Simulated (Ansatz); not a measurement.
Conformers of C$_{4}$H$_{10}$, SMILES `CCCC`, each relaxed with PBE0-D4/def2-TZVP in Ansatz. CBS adds the triple-zeta coupled-cluster correction to the MP2 limit.

Not all of them had a frequency check.

Conformer A:

Cartesian coordinates in Å:
```
C -1.430 0.021 0.815
C -0.440 0.909 0.079
C 0.472 0.157 -0.883
C 1.407 -0.831 -0.205
H -0.926 -0.705 1.457
H -2.096 0.611 1.450
H -2.054 -0.538 0.110
H -0.991 1.673 -0.480
H 0.175 1.452 0.806
H 1.066 0.884 -1.447
H -0.144 -0.369 -1.622
H 2.075 -1.303 -0.928
H 0.858 -1.628 0.302
H 2.028 -0.331 0.544
```

Conformer B:

Cartesian coordinates in Å:
```
C 0.594 1.684 0.775
C 0.188 0.223 0.702
C -0.190 -0.222 -0.702
C -0.593 -1.684 -0.775
H -0.219 2.335 0.442
H 0.860 1.979 1.793
H 1.458 1.885 0.135
H -0.657 0.040 1.376
H 1.007 -0.407 1.070
H 0.655 -0.038 -1.376
H -1.010 0.406 -1.069
H -1.455 -1.888 -0.134
H 0.222 -2.335 -0.445
H -0.860 -1.978 -1.793
```

(1) Which is lowest in electronic energy at CCSD(T)/CBS (frozen core, def2 sets), and by how much? (Best estimate.)

(2) Give the energies relative to B (kJ/mol) with r2SCAN-D4/def2-TZVPP, B3LYP-D4/def2-TZVPP, ωB97X-V/def2-TZVPP, B3LYP/def2-TZVPP, MP2/def2-TZVPP, CCSD(T)/def2-TZVPP, HF/def2-QZVPP. (An estimate is asked.)

Answers

(1) The calculation gave: B; A lies 2.5 kJ/mol higher.

(2) Computed: 
```json
{"level": "r2SCAN-D4/def2-TZVPP", "A": "2.8"}
{"level": "B3LYP-D4/def2-TZVPP", "A": "2.3"}
{"level": "ωB97X-V/def2-TZVPP", "A": "2.5"}
{"level": "B3LYP/def2-TZVPP", "A": "3.7"}
{"level": "MP2/def2-TZVPP", "A": "2.4"}
{"level": "CCSD(T)/def2-TZVPP", "A": "2.4"}
{"level": "HF/def2-QZVPP", "A": "4.6"}
```

B3LYP here is the variant with VWN-RPA as its local correlation; programs differ in this.
